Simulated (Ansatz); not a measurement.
System: bcc Li. Method: r²SCAN in Ansatz (PAW).

Numerical settings: plane-wave cutoff 600 eV, 26×26×26 k mesh, Fermi–Dirac smearing 0.088 eV (set by the program), scalar-relativistic PAW data made under PBE.

Computed at the level's own relaxed cell.

```xyz
1
Lattice="-1.7384 1.7384 1.7384 1.7384 -1.7384 1.7384 1.7384 1.7384 -1.7384" Properties=species:S:1:pos:R:3 pbc="T T T"
Li     0.0000     0.0000     0.0000
```

### Question
Give the elastic tensor (Voigt notation, GPa, ions relaxed, in the Cartesian axes of the cell as printed).

### Answer

```
   14.7    12.2    12.2     0.0     0.0     0.0
   12.2    14.7    12.2     0.0     0.0     0.0
   12.2    12.2    14.7     0.0     0.0     0.0
    0.0     0.0     0.0    11.3     0.0     0.0
    0.0     0.0     0.0     0.0    11.3     0.0
    0.0     0.0     0.0     0.0     0.0    11.3
```

Measured, for comparison: elastic constant C11 14.7 GPa (temperature not stated, not corrected to a static lattice, our sources range from 13.4 to 14.7; as tabulated in arXiv:1601.06701); elastic constant C12 11.3 GPa (temperature not stated, not corrected to a static lattice, our sources range from 11.3 to 12.5; as tabulated in Mechanics & Industry (2023), article mi220138, Table 3); elastic constant C44 9.6 GPa (temperature not stated, not corrected to a static lattice, our sources range from 9.60 to 10.7; as tabulated in Mechanics & Industry (2023), article mi220138, Table 3). Computed (rounded) less measured: elastic constant C11 0.0 % (0.0 % to +10 % over the range), elastic constant C12 not scored (sources differ), elastic constant C44 not scored (sources differ).

Static lattice: no zero-point or thermal effects.

Ansatz is a program for electronic structure.
